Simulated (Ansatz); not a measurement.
Two shapes of doublet CH2F2(+).

Shape 1:

```xyz
5

C    -0.1408   -0.4616    0.0759
H    -0.8161   -0.7988    0.8589
H     0.2249   -1.2869   -0.5307
F     0.8954    0.1581    0.6342
F    -0.7821    0.4011   -0.7077
```

Shape 2:

```xyz
5

C    -0.0813   -0.4309    0.1097
H    -0.8340   -0.8041    0.8618
H     0.2197   -1.2983   -0.5449
F     0.8671    0.1446    0.6178
F    -0.7903    0.4007   -0.7137
```

Basis set: def2-SVP (spherical functions). Frozen core: 3 orbitals. Charge 1, multiplicity 2.

Computed with Ansatz (development build ahead of 0.2.0); each method stands on the lowest determinant of its kind that the runs found.

Problem. Which shape is lower in energy, and by how much in each method?

Solution.

| method | E(2) − E(1) (eV) |
| --- | --- |
| UHF | -0.166 |
| UHF-MP2 | -0.258 |

Shape 2 is lower. Caution: the determinant breaks the point group. Caution for UHF-MP2: MP2 forces lie far from those of the mean fields.
